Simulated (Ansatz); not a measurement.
Relaxation of CH₅AlB (8 atoms, charge -1, multiplicity 1), to a largest force component of 0.015 eV/Å in at most 40 steps.

These are results of Ansatz, RKS PBE/def2-TZVP, not measurements.

```xyz
8
Properties=species:S:1:pos:R:3
B -0.936 1.065 -0.889
Al 0.408 0.571 0.527
C 0.793 -1.278 0.700
H -2.102 0.808 -0.727
H -0.648 0.979 -2.056
H 1.203 1.596 1.548
H 0.498 -1.789 1.636
H 1.817 -1.623 0.462
```

Where does it end, and by what steps?

It converged. Limits of this set-up: an anion without diffuse functions, the dipole of an ion depends on the origin. After 18 steps the energy has fallen by 2.388 eV; B1 moved furthest, 1.17 Å. Joined: B1–C3.

```csv
step,energy less start (eV),largest force component (eV/Å),accepted
0,0.0000,1.019,yes
1,-0.3160,0.850,yes
2,-0.4179,1.515,yes
3,-0.5487,0.785,yes
4,-0.6440,0.364,yes
5,-0.7702,0.468,yes
6,-0.9624,0.676,yes
7,-1.2147,0.905,yes
8,-1.5606,0.670,yes
9,-1.6412,2.229,yes
10,-1.9094,0.787,yes
11,-2.0479,0.964,yes
12,-2.2001,1.125,yes
13,-2.3100,0.946,yes
14,-2.3582,0.624,yes
15,-2.3800,0.168,yes
16,-2.3765,0.345,no
17,-2.3880,0.022,yes
18,-2.3880,0.010,yes
```

```xyz
8
Properties=species:S:1:pos:R:3
B -0.624 -0.044 -0.669
Al 0.348 1.599 0.764
C 0.372 -0.686 0.229
H -1.805 0.026 -0.370
H -0.317 0.371 -1.774
H 1.511 1.057 1.862
H 0.123 -1.148 1.194
H 1.425 -0.846 -0.035
```

Whether the end is a true minimum wasn't checked by a vibrational analysis.

The run took 30 s on 2 threads of Arm Neoverse V2, with other jobs on the host, peak memory 0.2 GiB.
